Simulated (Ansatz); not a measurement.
Born–Oppenheimer molecular dynamics of CH8OSi (11 atoms, charge 0, multiplicity 1). It starts at the highest image of a converged band. Of that band: Neighbouring images differ by up to 4.1 eV, so the band resolves the path poorly. A vibrational analysis at the climbing image gives 2 clearly imaginary modes (1937i, 170i cm⁻¹): a point of higher order. A lower path may pass nearby, or the ends, which weren't checked, may share the extra mode.

The calculation used Ansatz 0.2.0, RHF/6-31G*.

```yaml
ensemble: NVE (velocity Verlet)
time_step: 0.5 fs
steps_asked: 200
starting_velocities_drawn_for: 100 K
seed: 7307
```

First frame:

```xyz
11
Properties=species:S:1:pos:R:3
Si -0.299 0.247 -0.041
C -0.058 0.061 2.229
H 0.316 1.058 2.432
H -0.646 -0.230 3.104
H 0.778 -0.628 2.178
H 1.111 0.676 0.116
H -0.812 1.316 -0.919
H -0.191 -1.077 -0.684
O -2.035 -0.065 0.646
H -2.452 -0.879 0.380
H -1.277 -0.126 1.552
```

Problem. How far do the bonds stretch over the last three quarters of this one trajectory? (Pairs bonded in most of those frames.)

Solution. 
| bond | mean (Å) | spread (Å) | shortest | longest |
| --- | --- | --- | --- | --- |
| Si1–H6 | 1.469 | 0.017 | 1.42 | 1.50 |
| Si1–H7 | 1.480 | 0.010 | 1.46 | 1.50 |
| Si1–H8 | 1.476 | 0.004 | 1.47 | 1.49 |
| Si1–O9 | 1.670 | 0.089 | 1.53 | 1.80 |
| C2–H3 | 1.088 | 0.031 | 1.04 | 1.14 |
| C2–H4 | 1.093 | 0.045 | 1.01 | 1.19 |
| C2–H5 | 1.087 | 0.025 | 1.04 | 1.13 |
| C2–H11 | 1.110 | 0.091 | 0.95 | 1.26 |
| O9–H10 | 0.948 | 0.014 | 0.93 | 0.97 |

Mean temperature of the second half: 3244 K. The conserved energy stayed within 0.81 meV per atom of its start (net change -0.28 meV per atom), so the integration is sound. The kinetic energy rose, since the run started high on the potential surface and went downhill. It ends in pieces (CH4 + H4OSi), so much of that is their flight and rotation, not heat. A run of 0.1 ps of so small a system gives no equilibrium averages. The orbitals stay closed-shell, which can raise the energy where a bond breaks towards radicals; this wasn't checked here.

The run took 120 s on 1 thread of Intel(R) Xeon(R) 6975P-C (Granite Rapids) (shared host), peak memory 0.13 GiB.
